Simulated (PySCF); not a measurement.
Gas-phase reaction: SiCl2F2 + 2 Cl → SiCl4 + 2 F

Energies from PySCF (xtb for GFN2), thermal terms from the rigid-rotor harmonic-oscillator model, ideal gas at 1 bar. † marks an energy on the PBE0/def2-TZVP geometry and frequencies; other levels use their own. MP2 freezes the core. Open shells (unrestricted): Cl (multiplicity 2), F (multiplicity 2); the rest are closed-shell singlets. GFN2 has no spin-polarisation term. Spin-orbit splitting is ignored; it lowers the true energy and changes the entropy of Cl, F. MP2 isn't extrapolated to the basis-set limit.

```tsv
level	ΔH°(298 K), kJ
BLYP/def2-TZVP†	(withheld)
GFN2-xTB	(withheld)
MP2/def2-TZVPP†	397
PBE/def2-SVP	(withheld)
PBE0/def2-QZVP†	357
PBE0/def2-TZVP	351
LDA/def2-TZVP†	432
```

Task: Complete the blanks.

Result: 
- BLYP/def2-TZVP†, ΔH°(298 K), kJ: 413
- GFN2-xTB, ΔH°(298 K), kJ: 329
- PBE/def2-SVP, ΔH°(298 K), kJ: 368
